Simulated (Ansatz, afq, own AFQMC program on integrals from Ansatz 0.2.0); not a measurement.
## SiH4 + SiH₃, doublet: a scan with AFQMC

```xyz
9

Si   -1.6428    0.0000    0.0000
H    -2.1376    1.3997    0.0000
H    -2.1376   -0.6999    1.2122
H    -2.1376   -0.6999   -1.2122
H    -0.1581    0.0000    0.0000
Si    1.6522    0.0000    0.0000
H     2.1022   -1.4163    0.0000
H     2.1022    0.7081   -1.2265
H     2.1022    0.7081    1.2265
```

A hydrogen atom is moved from one rigid fragment to the other; the Si1–H5 distance tells how far. The two fragments are held close together, so this isn't a minimum-energy path and the start is a compressed complex. Energies in kcal/mol count from this geometry (1.485 Å) at the same level; the start stands on UHF, each point on the determinant named.

Basis cc-pVDZ. Noble-gas cores (and the filled d shells of Ga–Kr and In–Xe) are frozen. Ansatz 0.2.0 and our own AFQMC program on the same integrals; the CISD trial comes from CCSD amplitudes, and released means the phaseless constraint is let go. Uncertainties: one standard error, sampling alone.

```
r(Si1–H5) / Å  det.     T1  weight  ⟨S²⟩  CCSD(T)  ph-AFQMC/CISD  released AFQMC  CCSDT(Q)  CCSD  wB97M-V
        1.590   UHF  0.013    0.85  0.77     -0.7     -0.6 ± 0.1      -0.7 ± 0.1      -0.7  -0.6     -0.9
        1.643   UHF  0.013    0.85  0.77     -0.8     -0.8 ± 0.1               –      -0.8  -0.6     -1.0
        1.696   UHF  0.013    0.85  0.77     -0.7     -0.8 ± 0.1      -0.6 ± 0.1      -0.7  -0.6     -0.9
        1.749   UHF  0.013    0.85  0.77     -0.5    -0.6 ± 0.08      -0.5 ± 0.1      -0.6  -0.5     -0.7
        1.855   UHF  0.013    0.86  0.76      1.1      1.1 ± 0.1               –       1.1   1.0      1.1
```

Weight is that of the determinant in the CISD state; at the start T1 is 0.013 and the weight 0.86, and ⟨S²⟩ is 0.76. A dash marks a missing value, a released energy that hasn't settled or a functional that sits on another state. Largest departures from CCSDT(Q), at the points where its series has closed: CCSD(T) 0.0 kcal/mol at 1.643 (on UHF), ph-AFQMC/CISD 0.1 kcal/mol at 1.590 (on UHF) (within the noise), released AFQMC 0.1 kcal/mol at 1.696 (on UHF) (within the noise), CCSD 0.2 kcal/mol at 1.643 (on UHF), wB97M-V -0.2 kcal/mol at 1.643. Functionals count only at points shown to share the start's state and spin. In this small basis the wave-function levels are far from their limit, so their gap to the functionals isn't the functionals' error.

Some points may be missing: those where a free walk finds a much lower state, and past Zn most of those on another determinant than at the start.

A walk keeps the symmetry of its determinant, which the program's search chose and which needn't be the lowest solution, so a lower state of the same spin and another symmetry isn't excluded. Released energies are given only where the last usable release times agree within the noise; a slower fall can still hide under it.
